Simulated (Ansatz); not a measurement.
in.yaml

```yaml
crystal:
  periodic: [false, false, false]
  atoms:
    - {symbol: Al, position_ang: [0.000000, 0.000000, 0.000000]}
    - {symbol: As, position_ang: [0.000000, 0.000000, 4.714000]}
basis:
  gaussian: {orbitals: 6-31G}
correlation: {method: fic_nevpt4_sd, electrons: valence, active_space: {window: {electrons: 2, orbitals: 4}}}
```

```sh
$ ansatz run in.yaml --threads 1 --pin off --events-out ev --progress --plain --max-ram 2393MiB
```

Question: Roughly how long does this take on 1 thread of Arm Neoverse N1, shared host, and how much host memory?

Answer: 28 s wall and 0.12 GiB.

```
388 factors; integrals over basis functions are off by at most 5.7e-4 eV
mean field evaluation 1: about -67362.6940 eV, gradient 1.1e1 eV
mean field evaluation 2: about -67362.6956 eV, gradient 1.1e1 eV
mean field evaluation 4: about -67363.9266 eV, gradient 1.5e0 eV
mean field evaluation 8: about -67364.0147 eV, gradient 1.9e-1 eV
mean field evaluation 16: about -67364.0077 eV, gradient 5.5e-1 eV
mean field evaluation 32: about -67364.0132 eV, gradient 7.3e-1 eV
mean field evaluation 64: about -67363.1669 eV, gradient 3.9e-1 eV
mean field -67364.01524335 eV, -2475.5818992236 hartree, gradient 9.7e-6 eV, S^2 0.000000; 7 other end points of the search recorded, 0 dependent functions left out; unrestricted orbitals would lower it
reference -67364.01524335 eV, -2475.5818992236 hartree; 23, 23 occupied and 19, 19 virtual orbitals, 388 factors
state -67365.35451033 eV, -2475.6311163774 hartree
state -67365.35451033 eV, -2475.6311163774 hartree; corrected -67370.65089990 eV, -2475.8257551040 hartree
state -67365.35255243 eV, -2475.6310444259 hartree
state -67365.35255243 eV, -2475.6310444259 hartree; corrected -67370.68475968 eV, -2475.8269994281 hartree
state -67365.35255243 eV, -2475.6310444259 hartree; corrected -67370.68475968 eV, -2475.8269994281 hartree
WARN: the results are in doubt because another end's mean lies 0.002 eV lower, and its corrected mean 0.034 eV higher
Total energy: -67370.68475968 eV, -2475.8269994281 hartree
In doubt: another end's mean lies 0.002 eV lower, and its corrected mean 0.034 eV higher
```
